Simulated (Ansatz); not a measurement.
# [Br···H···CH2], triplet: reading a ladder of total energies

Geometry: a point of a hydrogen-transfer path between rigid fragments, not a stationary point.

| atom | x (Å) | y (Å) | z (Å) |
| --- | --- | --- | --- |
| Br | -0.4932 | 0.0000 | 0.0000 |
| H | 1.0218 | 0.0000 | 0.0000 |
| C | 2.6768 | 0.0000 | 0.0000 |
| H | 3.0912 | 0.0000 | 0.9962 |
| H | 3.0912 | 0.0000 | -0.9962 |

Basis cc-pVDZ; Ansatz 0.2.0. Correlated methods freeze the noble-gas cores and the filled d shells of p-block atoms, which leaves 14 electrons in 41 orbitals. R marks a restricted (for open shells ROHF) determinant, U an unrestricted one. No spin–orbit coupling is included, and no scalar relativity.

Full CI isn't at hand for all of this; UCCSDT(Q) serves as the reference, and is uncertain by about the last step of the cluster series.

Runs differ by some tens of microhartree through their thresholds and, for an open shell, their frozen cores, so steps under 0.03 kcal/mol mean nothing.

```tsv
level	total energy (hartree)
UHF	-2611.886985
UMP2	-2612.113753
UCCSD	-2612.149077
UCCSD(T)	-2612.153894
UCCSDT	-2612.154640
UCCSDT(Q)	-2612.155015
```

Problem. What is the correlation energy at UCCSDT(Q), and what share of it do UMP2 and UCCSD(T) recover?

Solution. E(corr) = -2612.155015 − (-2611.886985) = -0.268030 hartree = -7.293 eV. UMP2: -0.226768 / -0.268030 = 84.61 %. UCCSD(T): -0.266909 / -0.268030 = 99.58 %.

Problem. By how many kcal/mol does UCCSD(T) miss UCCSDT(Q) (1 hartree = 627.509 kcal/mol), and which steps make up the rest?

Solution. -2612.153894 − (-2612.155015) = 0.001121 hartree = 0.70 kcal/mol. Steps: UCCSDT − UCCSD(T) = -0.47, UCCSDT(Q) − UCCSDT = -0.24 kcal/mol. That is within 1 kcal/mol of the reference in this basis, which itself misses far more of the correlation at the basis-set limit.
